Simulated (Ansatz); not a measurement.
`CCCCCl` + H₂ → `CCCCl` + CH₄ at 298.15 K and 1 bar (hydrogenolysis of a C–C bond).

Program: Ansatz. Geometries: PBE0-D4/def2-TZVP. ΔE: electronic, gas phase. CCSD(T)/CBS adds triple-zeta CCSD(T) − MP2 to the extrapolated MP2 energy (def2 sets, frozen cores). This one scheme is used for every species. One conformer a species, not always the lowest.

| species | CCSD(T)/CBS energy (Eh) | H − E (kJ/mol) | S (J/(mol·K)) |
| --- | --- | --- | --- |
| `CCCCCl` | -617.41886 | 344.8 | 336.8 |
| H₂ | -1.17544 | 35.1 | 130.4 |
| `CCCCl` | -578.15785 | 266.4 | 304.8 |
| CH₄ | -40.46206 | 127.4 | 186.2 |

H − E and S are ideal-gas, rigid-rotor, harmonic terms from PBE0-D4/def2-TZVP, for one conformer and one mirror image of each species. The MP2-based limit puts H₂ 0.8 mEh under its directly extrapolated value; such offsets cancel only in part. 1 Eh = 2625.50 kJ/mol, R = 8.31446 J/(mol·K).

**Question.** By hand: ΔE, ΔH, ΔS and ΔG.

**Answer.** ΔE = (-578.15785) + (-40.46206) − (-617.41886) − (-1.17544) = -0.02561 Eh = -67.2 kJ/mol. Δ(H − E) = 266.4 + 127.4 − 344.8 − 35.1 = 13.9, so ΔH = -53.3 kJ/mol. ΔS = 304.8 + 186.2 − 336.8 − 130.4 = 23.8 J/(mol·K). ΔG = -53.3 − 298.15 × (23.8)/1000 = -60.4 kJ/mol.

**Question.** By hand: the equilibrium constant, and the temperature at which ΔG would vanish if ΔH and ΔS stayed fixed.

**Answer.** log₁₀ K = −ΔG/(RT ln 10) = 10.6. ΔH and −TΔS have one sign here, so there is no such temperature.

ΔH outweighs TΔS. A doubt of 5 kJ/mol in ΔE shifts log₁₀ K by 0.9 here. Other conformers and mirror images would add mixing entropy, several J/(mol·K) or more a flexible species. These are equilibria of isolated gas molecules and say nothing of rates. Largest T1 diagnostic: 0.009 (customary marks: 0.02 for closed shells, 0.045 for open ones).
